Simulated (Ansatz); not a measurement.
Species: C2H3O, SMILES `C[C]=O` (charge 0, multiplicity 2), formula C2H3O.

Question: How many basis functions does Ansatz (an electronic-structure program) with frozen-core CCSD(T)/cc-pVTZ // PBE-D3(BJ)/def2-TZVP use, how many core orbitals are frozen, and how many electrons are correlated?

Answer: 132 basis functions and 3 frozen orbitals, which leaves 17 correlated electrons. Core time is of the order of seconds.
